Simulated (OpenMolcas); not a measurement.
# CH5AlO (SMILES [CH3][AlH][OH]): UHF/aug-cc-pVDZ (RICD fitting)

We compute a single-point energy of CH5AlO. 

The results are computed with OpenMolcas 26.06.

### Step 1. Starting point

CH5AlO: 8 atoms, total charge 0, spin state singlet. SMILES: `[CH3][AlH][OH]`. One bond was lengthened or shortened from a relaxed shape.

Bond lengths: C1–Al2 1.941 Å, Al2–O3 1.701 Å, C1–H4 1.259 Å, C1–H5 1.092 Å, C1–H6 1.095 Å, Al2–H7 1.589 Å, O3–H8 0.956 Å. Angles: C1–Al2–O3 117.6°, C1–Al2–H7 124.2°, O3–Al2–H7 118.3°, Al2–C1–H4 111.0°, Al2–C1–H5 111.9°, Al2–C1–H6 111.2°, Al2–O3–H8 122.5°, H4–C1–H5 107.9°, H4–C1–H6 106.4°, H5–C1–H6 108.2°.

### Step 2. A single-point energy at UHF/aug-cc-pVDZ (RICD fitting)

The input, struct.xyz:

```xyz
8

C     -0.845830     0.836333    -0.103935
Al     0.511770    -0.540067    -0.272935
O      0.476670    -1.822267     0.843765
H     -0.325100     1.954500     0.149300
H     -1.559330     0.609533     0.691265
H     -1.403630     0.959133    -1.037835
H      1.648870    -0.540367    -1.383235
H      1.113270    -2.534967     0.826465
```

The input, step1.inp:

```
* CH5AlO Hartree-Fock
&GATEWAY
BasLib=$CurrDir
Coord=struct.xyz
Basis=aug-cc-pVDZ
Group=NoSym
RICD
&SEWARD
&SCF
UHF
Scramble=0.25
PrOrbitals=1
```

The basis set aug-cc-pVDZ is read from a file made from the Basis Set Exchange's data (not shown).

Started as:

```bash
export MOLCAS_MEM=1860
pymolcas step1.inp > step1.log
```

What values should one expect? Wanted: total energy; dipole moment; HOMO energy; LUMO energy; HOMO–LUMO gap.

**Answer.** As computed:

At UHF/aug-cc-pVDZ (RICD fitting):

| quantity | value |
| --- | --- |
| total energy | -357.61688 Eh |
| dipole moment | 0.78 D |
| HOMO energy | -11.15 eV |
| LUMO energy | 0.77 eV |
| HOMO–LUMO gap | 11.92 eV |
